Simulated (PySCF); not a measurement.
These are PySCF with PBE-D3(BJ)/def2-TZVP // B3LYP-D3(BJ)/def2-TZVP values and carry that method's errors. All species are isolated molecules in the gas phase. Delta-SCF ions had no search for a lower state. 

Reference species (SMILES): `S` (neutral, multiplicity 1).

LUMO: -0.43 eV
HOMO: -6.19 eV
vertical ionisation energy (Delta-SCF): 10.35 eV
HOMO–LUMO gap: 5.76 eV

After one change: the LUMO drops by 1.25 eV; the HOMO decreases by 0.73 eV; the vertical ionisation energy (Delta-SCF) decreases by 0.43 eV; the HOMO–LUMO gap falls by 0.51 eV.

### Question
Name the change that produced these shifts. The new species is one of these.
(A) `[SiH3]OS` (Si–O–S–H torsion 88°)
(B) `S[Si](Cl)(Cl)Cl`
(C) `FCS` (F–C–S–H torsion 76°)
(D) `CC(=O)OS` (O–C–O–S torsion -1°, C–O–S–H torsion 1°)

### Answer
B, `S[Si](Cl)(Cl)Cl`
